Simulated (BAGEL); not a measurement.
**BNH6 (SMILES [BH3-][NH3+]): CASSCF(6,4)/x2c-SVPall (DKH2, density fitting with svp-jkfit, 4 states averaged)**

Aim: the energy change on altering one bond length of BNH6 at CASSCF(6,4)/x2c-SVPall (DKH2, density fitting with svp-jkfit, 4 states averaged), from 2 runs. 

The calculation is run with BAGEL 1.2.2.

7 further runs of the same task are left out: 3 that didn't finish, 4 set aside as unsound or not needed.

### Step 1. The molecule

BNH6: 8 atoms, total charge 0, spin state singlet. As SMILES, `[BH3-][NH3+]`. Geometry: relaxed at PBE0-D4/def2-TZVP.

Bond lengths: B1–N2 1.639 Å, B1–H3 1.212 Å, B1–H4 1.212 Å, B1–H5 1.212 Å, N2–H6 1.015 Å, N2–H7 1.015 Å, N2–H8 1.015 Å. Some angles: B1–N2–H6 110.9°, B1–N2–H7 110.9°, B1–N2–H8 110.9°, N2–B1–H3 105.3°, N2–B1–H4 105.3°, N2–B1–H5 105.3°, H6–N2–H7 108.0°, H6–N2–H8 108.0°, H7–N2–H8 108.0°, H3–B1–H4 113.3°.

### Step 2. Energy and forces at CASSCF(6,4)/x2c-SVPall (DKH2, density fitting with svp-jkfit, 4 states averaged)

Contents of input.json:

```json
{ "bagel" : [

{
  "title" : "molecule",
  "basis" : "x2c-svpall.json",
  "df_basis" : "svp-jkfit",
  "dkh" : true,
  "geometry" : [
    { "atom" : "B", "xyz" : [    -0.36150461,     0.47394331,    -1.46529364 ] },
    { "atom" : "N", "xyz" : [     0.39022844,    -0.48206913,     1.38271261 ] },
    { "atom" : "H", "xyz" : [    -0.14777658,    -1.37647651,    -2.79868439 ] },
    { "atom" : "H", "xyz" : [    -2.51824903,     1.22775506,    -1.29861979 ] },
    { "atom" : "H", "xyz" : [     1.14215047,     2.12896545,    -1.96229161 ] },
    { "atom" : "H", "xyz" : [     0.26607344,     0.95809115,     2.64315993 ] },
    { "atom" : "H", "xyz" : [     2.18565724,    -1.15518958,     1.42731014 ] },
    { "atom" : "H", "xyz" : [    -0.78234662,    -1.88311208,     1.96626003 ] }
  ]
},

{ "title" : "hf" },

{
  "title" : "force",
  "target" : 0,
  "method" : [
    {
      "title" : "casscf",
      "nstate" : 4,
      "nact" : 4,
      "nclosed" : 6,
      "maxiter" : 200,
      "natocc" : true
    }
  ]
}

]}
```

The basis set x2c-SVPall is read from a file made from the Basis Set Exchange's data (not shown).

Started as:

```
$ BAGEL_NUM_THREADS=1 BAGEL input.json > input.out
```

Standard output:

```text
* using 1 threads per process

  ===============================================================
  ===============================================================

  *** Geometry ***

  { "atom" : "B", "xyz" : [     -0.361505,      0.473943,     -1.465294 ] },
  { "atom" : "N", "xyz" : [      0.390228,     -0.482069,      1.382713 ] },
  { "atom" : "H", "xyz" : [     -0.147777,     -1.376477,     -2.798684 ] },
  { "atom" : "H", "xyz" : [     -2.518249,      1.227755,     -1.298620 ] },
  { "atom" : "H", "xyz" : [      1.142150,      2.128965,     -1.962292 ] },
  { "atom" : "H", "xyz" : [      0.266073,      0.958091,      2.643160 ] },
  { "atom" : "H", "xyz" : [      2.185657,     -1.155190,      1.427310 ] },
  { "atom" : "H", "xyz" : [     -0.782347,     -1.883112,      1.966260 ] },

  Number of auxiliary basis functions:      260

  Since a DF basis is specified, we compute 2- and 3-index integrals:
    o Being stored without compression. Storage requirement is 0.007 GB

  Number of basis functions:       58
  Number of electrons      :       18

    * METHOD: MOLECULE                             0.06

  *** RHF ***

  === Nuclear Repulsion ===
    40.7545627806

      * DIIS with orbital gradients will be used.

  === RHF iteration (x2c-svpall.json) ===
      0        -82.48317316          0.02152283           0.01
      1        -82.57765869          0.00952750           0.01
      2        -82.59350271          0.00199842           0.01
      3        -82.59450073          0.00042218           0.01
      4        -82.59454888          0.00008037           0.01
      5        -82.59455137          0.00001535           0.01
      6        -82.59455150          0.00000303           0.01
      7        -82.59455150          0.00000053           0.01
      8        -82.59455150          0.00000012           0.01
      9        -82.59455150          0.00000002           0.01
     10        -82.59455150          0.00000000           0.01
    * SCF iteration converged.

    * Permanent dipole moment:
           (   -0.548853,     0.697852,    -2.078995) a.u.

    * METHOD: HF                                   0.15

  The gradients will be computed analytically.
  ---------------------------
      CASSCF calculation
  ---------------------------

    * nstate   :      4
    * nclosed  :      6
    * nact     :      4
    * nvirt    :     48
  === CASSCF iteration (x2c-svpall.json) ===

    * Using the second-order algorithm

      0  0       -82.59462310     1.84e-02      0.01
      0  1       -82.23903210     0.00e+00      0.01
      0  2       -82.23901506     0.00e+00      0.01
      0  3       -82.16454682     0.00e+00      0.01

      1  0       -82.57808179     6.68e-04      0.05
      1  1       -82.27505153     0.00e+00      0.05
      1  2       -82.27503538     0.00e+00      0.05
      1  3       -82.19516731     0.00e+00      0.05

      2  0       -82.57842742     2.77e-05      0.05
      2  1       -82.27440835     0.00e+00      0.05
      2  2       -82.27439222     0.00e+00      0.05
      2  3       -82.19676015     0.00e+00      0.05

      3  0       -82.57843319     1.36e-06      0.05
      3  1       -82.27441723     0.00e+00      0.05
      3  2       -82.27440109     0.00e+00      0.05
      3  3       -82.19673723     0.00e+00      0.05

      4  0       -82.57843387     7.67e-08      0.05
      4  1       -82.27441720     0.00e+00      0.05
      4  2       -82.27440107     0.00e+00      0.05
      4  3       -82.19673660     0.00e+00      0.05

      5  0       -82.57843390     4.34e-09      0.04
      5  1       -82.27441720     0.00e+00      0.04
      5  2       -82.27440107     0.00e+00      0.04
      5  3       -82.19673657     0.00e+00      0.04

    * Second-order optimization converged. *

     guess   0:   closed 111.                 open ....
     guess   1:   closed 1.1.                 open .1.1
     guess   2:   closed .11.                 open 1..1
     guess   3:   closed 11..                 open ..11

  === FCI iteration ===

      0  0       -82.57833710     2.42e-03      0.00
      0  1       -82.27434974     1.44e-03      0.00
      0  2       -82.27433360     1.44e-03      0.00
      0  3       -82.19662594     1.91e-03      0.00

      1  0       -82.57843390     2.09e-08      0.00
      1  1       -82.27441697     9.47e-05      0.00
      1  2       -82.27440002     2.02e-04      0.00
      1  3       -82.19673657     2.58e-08      0.00

      2  0 *     -82.57843390     4.92e-15      0.00
      2  1 *     -82.27441720     1.98e-15      0.00
      2  2 *     -82.27440107     1.67e-15      0.00
      2  3 *     -82.19673657     3.65e-16      0.00

     * ci vector, state   0, <S^2> = 0.0000
       222.     0.9968367196
       22ab     0.0557520851
       22ba     0.0557520851

     * ci vector, state   1, <S^2> = -0.0000
       2a2b    -0.6833986398
       2b2a    -0.6833986398
       b22a    -0.1813771999
       a22b    -0.1813771999

     * ci vector, state   2, <S^2> = -0.0000
       b22a     0.6833986360
       a22b     0.6833986360
       2a2b    -0.1813772033
       2b2a    -0.1813772033

     * ci vector, state   3, <S^2> = -0.0000
       22ab    -0.7048375186
       22ba    -0.7048375186
       222.     0.0787185414
    * Permanent dipole moment: Unrelaxed
           (   -0.633179,     0.805061,    -2.398279) a.u.

  === CASSCF Z-vector iteration ===

         0      0.0009694125     0.0026900209      0.01
         1      0.0002825712     0.0034088982      0.01
         2      0.0003484323     0.0026533314      0.02
         3      0.0001846496     0.0013416941      0.01
         4      0.0000881349     0.0004290790      0.01
         5      0.0000359386     0.0002002105      0.02
         6      0.0000134559     0.0000826472      0.02
         7      0.0000050236     0.0000329958      0.02
         8      0.0000022557     0.0000047004      0.02
         9      0.0000007810     0.0000040677      0.02
        10      0.0000004286     0.0000029958      0.02
        11      0.0000003925     0.0000032221      0.02
        12      0.0000002389     0.0000008041      0.02
        13      0.0000001007     0.0000004267      0.02
        14      0.0000000290     0.0000001086      0.02
        15      0.0000000058     0.0000000783      0.02
        16      0.0000000051     0.0000000803      0.02
        17      0.0000000066     0.0000000587      0.02
        18      0.0000000046     0.0000000186      0.02
        19      0.0000000028     0.0000000124      0.02
        20      0.0000000015     0.0000000144      0.01
        21      0.0000000017     0.0000000111      0.02
        22      0.0000000006     0.0000000044      0.02
    * Permanent dipole moment: Relaxed
           (   -0.605491,     0.769815,    -2.293174) a.u.

  * Nuclear energy gradient

    o Atom   0
        x          0.0024337912
        y         -0.0030518918
        z          0.0091496289
    o Atom   1
        x         -0.0059219196
        y          0.0075027623
        z         -0.0222279560
    o Atom   2
        x         -0.0008644132
        y          0.0053535974
        z          0.0025067590
    o Atom   3
        x          0.0055318073
        y         -0.0016740230
        z         -0.0015355624
    o Atom   4
        x         -0.0043606767
        y         -0.0041157776
        z          0.0002641862
    o Atom   5
        x         -0.0001566651
        y          0.0055716531
        z          0.0065740391
    o Atom   6
        x          0.0078940445
        y         -0.0032751769
        z          0.0015125158
    o Atom   7
        x         -0.0045559683
        y         -0.0063111434
        z          0.0037563894
  * Gradient computed with                              0.99

    * METHOD: FORCE                                1.29

  ===============================================================
```

Run time: 1.7 s. Hardware: 1 thread of Arm Neoverse V1, shared host.

The roots found:

| excited state | energy (eV) |
| --- | --- |
| 1 | 8.273 |
| 2 | 8.273 |
| 3 | 10.387 |

### Step 3. The distorted shape

Contents of input.json:

```json
{ "bagel": [

{
  "title": "molecule",
  "basis": "x2c-svpall.json",
  "df_basis": "svp-jkfit",
  "angstrom": false,
  "dkh": true,
  "geometry": [
    { "atom": "B", "xyz": [    -0.41493850,     0.93657283,    -1.13192894 ] },
    { "atom": "N", "xyz": [     0.33679455,    -0.01943961,     1.71607730 ] },
    { "atom": "H", "xyz": [    -0.14777658,    -1.37647651,    -2.79868439 ] },
    { "atom": "H", "xyz": [    -2.57168293,     1.69038458,    -0.96525510 ] },
    { "atom": "H", "xyz": [     1.08871657,     2.59159497,    -1.62892691 ] },
    { "atom": "H", "xyz": [     0.21263954,     1.42072067,     2.97652463 ] },
    { "atom": "H", "xyz": [     2.13222334,    -0.69256006,     1.76067484 ] },
    { "atom": "H", "xyz": [    -0.83578051,    -1.42048256,     2.29962473 ] }
  ]
},

{ "title": "hf" },

{
  "title": "force",
  "target": 0,
  "method": [
    {
      "title": "casscf",
      "nstate": 4,
      "nact": 4,
      "nclosed": 6,
      "maxiter": 200,
      "natocc": true
    }
  ]
}

]}
```

The basis set x2c-SVPall is read from a file made from the Basis Set Exchange's data (not shown).

Started as:

```
$ BAGEL_NUM_THREADS=1 BAGEL input.json > input.out
```

Standard output:

```text
* using 1 threads per process

  ===============================================================
  ===============================================================

  *** Geometry ***

  { "atom" : "B", "xyz" : [     -0.414938,      0.936573,     -1.131929 ] },
  { "atom" : "N", "xyz" : [      0.336795,     -0.019440,      1.716077 ] },
  { "atom" : "H", "xyz" : [     -0.147777,     -1.376477,     -2.798684 ] },
  { "atom" : "H", "xyz" : [     -2.571683,      1.690385,     -0.965255 ] },
  { "atom" : "H", "xyz" : [      1.088717,      2.591595,     -1.628927 ] },
  { "atom" : "H", "xyz" : [      0.212640,      1.420721,      2.976525 ] },
  { "atom" : "H", "xyz" : [      2.132223,     -0.692560,      1.760675 ] },
  { "atom" : "H", "xyz" : [     -0.835781,     -1.420483,      2.299625 ] },

  Number of auxiliary basis functions:      260

  Since a DF basis is specified, we compute 2- and 3-index integrals:
    o Being stored without compression. Storage requirement is 0.007 GB

  Number of basis functions:       58
  Number of electrons      :       18

    * METHOD: MOLECULE                             0.06

  *** RHF ***

  === Nuclear Repulsion ===
    40.0736446472

      * DIIS with orbital gradients will be used.

  === RHF iteration (x2c-svpall.json) ===
      0        -82.46493831          0.02066176           0.01
      1        -82.55511782          0.00955846           0.01
      2        -82.57125772          0.00193238           0.01
      3        -82.57227934          0.00037744           0.01
      4        -82.57231877          0.00007325           0.01
      5        -82.57232079          0.00001306           0.01
      6        -82.57232088          0.00000276           0.01
      7        -82.57232089          0.00000047           0.01
      8        -82.57232089          0.00000012           0.01
      9        -82.57232089          0.00000003           0.01
     10        -82.57232089          0.00000000           0.01
    * SCF iteration converged.

    * Permanent dipole moment:
           (   -0.523920,     0.440988,    -2.290169) a.u.

    * METHOD: HF                                   0.16

  The gradients will be computed analytically.
  ---------------------------
      CASSCF calculation
  ---------------------------

    * nstate   :      4
    * nclosed  :      6
    * nact     :      4
    * nvirt    :     48
  === CASSCF iteration (x2c-svpall.json) ===

    * Using the second-order algorithm

      0  0       -82.57239185     1.77e-02      0.01
      0  1       -82.25182996     0.00e+00      0.01
      0  2       -82.20906799     0.00e+00      0.01
      0  3       -82.14037959     0.00e+00      0.01

      1  0       -82.55715283     6.51e-04      0.05
      1  1       -82.28138032     0.00e+00      0.05
      1  2       -82.24515998     0.00e+00      0.05
      1  3       -82.17051875     0.00e+00      0.05

      2  0       -82.55753756     2.59e-05      0.05
      2  1       -82.28091483     0.00e+00      0.05
      2  2       -82.24441371     0.00e+00      0.05
      2  3       -82.17191960     0.00e+00      0.05

      3  0       -82.55754152     1.37e-06      0.05
      3  1       -82.28091422     0.00e+00      0.05
      3  2       -82.24441538     0.00e+00      0.05
      3  3       -82.17191517     0.00e+00      0.05

      4  0       -82.55754172     8.98e-08      0.05
      4  1       -82.28091409     0.00e+00      0.05
      4  2       -82.24441501     0.00e+00      0.05
      4  3       -82.17191547     0.00e+00      0.05

      5  0       -82.55754172     6.48e-09      0.04
      5  1       -82.28091408     0.00e+00      0.04
      5  2       -82.24441498     0.00e+00      0.04
      5  3       -82.17191551     0.00e+00      0.04

    * Second-order optimization converged. *

     guess   0:   closed 111.                 open ....
     guess   1:   closed 1.1.                 open .1.1
     guess   2:   closed .11.                 open 1..1
     guess   3:   closed 11..                 open ..11

  === FCI iteration ===

      0  0       -82.55744089     2.47e-03      0.00
      0  1       -82.28087361     1.16e-03      0.00
      0  2       -82.24432127     1.64e-03      0.00
      0  3       -82.17185924     1.36e-03      0.00

      1  0       -82.55754133     1.45e-04      0.00
      1  1       -82.28091382     9.95e-05      0.00
      1  2       -82.24441405     1.89e-04      0.00
      1  3       -82.17191472     1.54e-04      0.00

      2  0 *     -82.55754172     2.36e-15      0.00
      2  1 *     -82.28091408     2.05e-15      0.00
      2  2 *     -82.24441498     9.71e-16      0.00
      2  3 *     -82.17191551     3.02e-15      0.00

     * ci vector, state   0, <S^2> = 0.0000
       222.    -0.9967310491
       22ab     0.0560252832
       22ba     0.0560252832

     * ci vector, state   1, <S^2> = -0.0000
       2a2b    -0.6483587432
       2b2a    -0.6483587432
       22ba    -0.2817450108
       22ab    -0.2817450108

     * ci vector, state   2, <S^2> = -0.0000
       a22b     0.7070337410
       b22a     0.7070337410

     * ci vector, state   3, <S^2> = -0.0000
       22ba    -0.6460906063
       22ab    -0.6460906063
       2a2b     0.2819945195
       2b2a     0.2819945195
       222.    -0.0773493752
    * Permanent dipole moment: Unrelaxed
           (   -0.607877,     0.549530,    -2.605589) a.u.

  === CASSCF Z-vector iteration ===

         0      0.0009578386     0.0027539796      0.01
         1      0.0002872416     0.0033922350      0.02
         2      0.0003506574     0.0027788831      0.01
         3      0.0001948551     0.0013834581      0.02
         4      0.0000937541     0.0008179853      0.02
         5      0.0000646980     0.0008662112      0.02
         6      0.0000838210     0.0006580028      0.02
         7      0.0000390500     0.0004881128      0.02
         8      0.0000260474     0.0004953247      0.01
         9      0.0000392470     0.0003316624      0.01
        10      0.0000255895     0.0001476503      0.01
        11      0.0000125453     0.0000384608      0.01
        12      0.0000067133     0.0000222885      0.02
        13      0.0000042744     0.0000154311      0.02
        14      0.0000023436     0.0000105298      0.02
        15      0.0000010804     0.0000077750      0.02
        16      0.0000008625     0.0000084808      0.02
        17      0.0000008672     0.0000048264      0.02
        18      0.0000003940     0.0000026770      0.02
        19      0.0000001874     0.0000012182      0.02
        20      0.0000000756     0.0000005490      0.02
        21      0.0000000258     0.0000005293      0.02
        22      0.0000000205     0.0000005366      0.02
        23      0.0000000327     0.0000004542      0.02
        24      0.0000000266     0.0000002748      0.02
        25      0.0000000121     0.0000002319      0.02
        26      0.0000000113     0.0000002340      0.02
        27      0.0000000170     0.0000001280      0.02
        28      0.0000000052     0.0000000636      0.02
        29      0.0000000014     0.0000000552      0.02
        30      0.0000000023     0.0000000440      0.02
        31      0.0000000026     0.0000000157      0.02
        32      0.0000000007     0.0000000063      0.02
    * Permanent dipole moment: Relaxed
           (   -0.580220,     0.489354,    -2.534618) a.u.

  * Nuclear energy gradient

    o Atom   0
        x         -0.0023496726
        y          0.0379114474
        z          0.0383775304
    o Atom   1
        x         -0.0053763825
        y          0.0087357284
        z         -0.0175518616
    o Atom   2
        x          0.0046942551
        y         -0.0472624178
        z         -0.0382692548
    o Atom   3
        x          0.0035552273
        y          0.0022638096
        z          0.0010326613
    o Atom   4
        x         -0.0036443563
        y          0.0004847781
        z          0.0023441648
    o Atom   5
        x          0.0001052878
        y          0.0057957885
        z          0.0083188287
    o Atom   6
        x          0.0074314824
        y         -0.0025195737
        z          0.0018067355
    o Atom   7
        x         -0.0044158411
        y         -0.0054095605
        z          0.0039411958
  * Gradient computed with                              1.15

    * METHOD: FORCE                                1.46

  ===============================================================
```

Run time: 1.9 s. Hardware: 1 thread of Arm Neoverse V1, shared host.

The roots found:

| excited state | energy (eV) |
| --- | --- |
| 1 | 7.527 |
| 2 | 8.521 |
| 3 | 10.493 |

### Step 4. Results

Level: CASSCF(6,4)/x2c-SVPall (DKH2, density fitting with svp-jkfit, 4 states averaged).

| quantity | value |
| --- | --- |
| first shape: energy of the lowest of 4 roots | -82.57843 Eh |
| first shape: dipole moment (lowest root) | 6.34 D |
| first shape: largest force on an atom | 1.244 eV/Å |
| first shape: lowest excitation energy within this active space | 8.27 eV |
| distorted shape: energy of the lowest of 4 roots | -82.55754 Eh |
| distorted shape: dipole moment (lowest root) | 6.73 D |
| distorted shape: largest force on an atom | 3.136 eV/Å |
| distorted shape: lowest excitation energy within this active space | 7.53 eV |
| energy change with the B1–H3 bond stretched from 1.212 to 1.515 Å | 0.569 eV |

In words: With the B1–H3 bond stretched from 1.212 to 1.515 Å the energy rises by 0.57 eV (54.9 kJ/mol). The first shape isn't relaxed at this level, so the change isn't measured from a minimum. The largest force (first shape) is 1.24 eV/Å: the shape isn't a stationary point for this species at this level. The orbitals (first shape) are averaged over several states, so each root lies above its own optimum (it can stand above Hartree-Fock), and forces and dipoles share that bias. The basis has no diffuse functions, so Rydberg states are missing or pushed up, and the true lowest state may lie lower. The orbitals (distorted shape) are averaged over several states, so each root lies above its own optimum (it can stand above Hartree-Fock), and forces and dipoles share that bias.
